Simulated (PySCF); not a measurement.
Electric field gradients and quadrupole coupling constants

Species: lithium chloride, LiCl.
Numbering: `[Li:1][Cl:2]`

Field gradients from the PBE0/pcSseg-2 density (PySCF, non-relativistic), principal values in atomic units, ordered |Vxx| ≤ |Vyy| ≤ |Vzz|:

```tsv
atom	Vxx	Vyy	Vzz
Li1	0.0161	0.0161	-0.0321
Cl2	-0.0868	-0.0868	0.1736
```

Problem. Find the asymmetry η = (Vxx − Vyy)/Vzz and the couplings χ = eQV/h (234.96 MHz × Q in barn × V in au), with Q(7Li) = −0.04 b, Q(35Cl) = −0.0817 b.

Solution. 
```
atom            environment  nucleus     η  χzz (MHz)  χxx (MHz)  χyy (MHz)
 Li1   lithium bonded to Cl      7Li  0.00      0.302     -0.151     -0.151
 Cl2  chlorine bonded to Li     35Cl  0.00     -3.333      1.667      1.667
```

The gradient is axial or nearly so (η below 0.05) at Li1 and Cl2. The tensor is traceless: Vxx + Vyy + Vzz = 0.

Problem. What is Vzz at Cl2 in SI units (1 au = 9.71736 × 10²¹ V/m²)?

Solution. 0.1736 au = 1.687 × 10²¹ V/m².

Isolated species at its PBE0-D3(BJ)/def2-TZVP geometry, gas phase.
